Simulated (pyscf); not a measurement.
Structures and frequencies: ωB97X-D3(BJ)/def2-SVP in PySCF.

Task: What is the homolytic dissociation enthalpy (298 K, ωB97M-D3(BJ)/def2-TZVP) of the Cl–W bond of O=W(F)(F)(F)–Cl, to [O=W(F)(F)–F]• + Cl•?

Result: Cl–W to [O=W(F)(F)–F]• + Cl•: 3.78 eV. The 7 functionals that were run give +3.71 (M06-2X) to +4.16 eV (r²SCAN). The radicals are drawn with the spin at the cut bond; how far it spreads was not checked. Other isomers of [O=W(F)(F)–F]• were not searched in full and may lie lower. Left out: the spin-orbit lowering of Cl. Open-shell species with a d-block atom are single-reference here; other states, and whether the spin sits on metal or ligand, were not checked. Elements past Kr carry the def2 core potentials, without spin-orbit coupling.
